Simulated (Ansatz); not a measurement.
# CH3Si: the cost of one run

Method: single points in def2-TZVPP; program: Ansatz 0.2.0, Gaussian basis.

Cores are frozen in the correlated methods.

1 further run of the same task is left out (it didn't finish).

### 1 Where the work starts

SMILES `C=[SiH+]`, 5 atoms, charge 1, spin multiplicity 1.

Atoms are counted from 1 here; the program's logs count them from 0.

Bond lengths: C1–Si2 1.695 Å, C1–H3 1.114 Å, C1–H4 1.128 Å, Si2–H5 1.504 Å. Angles: Si2–C1–H3 120.0°, Si2–C1–H4 118.4°, H3–C1–H4 121.3°, C1–Si2–H5 177.5°.

Geometry (Å):

```xyz
5
CH3Si
C    -0.2994   -0.6611    0.0897
Si    0.4061    0.8664   -0.1180
H    -0.4303   -1.0787    1.1144
H    -0.7252   -1.1837   -0.8147
H     0.9952    2.2430   -0.2534
```

### 2 PBE-D4/def2-TZVPP

run/in.yaml reads:

```yaml
crystal:
  periodic: [false, false, false]
  atoms:
    - {symbol: C, position_ang: [-0.299444, -0.661076, 0.089677]}
    - {symbol: Si, position_ang: [0.406074, 0.866390, -0.118017]}
    - {symbol: H, position_ang: [-0.430308, -1.078729, 1.114426]}
    - {symbol: H, position_ang: [-0.725221, -1.183661, -0.814651]}
    - {symbol: H, position_ang: [0.995238, 2.243025, -0.253447]}
basis:
  gaussian: {orbitals: def2-TZVPP}
total_charge: 1
hamiltonian: {xc: pbe, dispersion: d4}
output: {forces: true}
```

Run with:

```console
ansatz run in.yaml --threads 2 --pin off --events-out ev --progress --plain --max-ram 3481MiB
```

**Question.** How long does this run take on 2 threads of AMD EPYC, shared host, and how much memory does it need?

About 3.5 s, with a peak of 0.11 GiB.
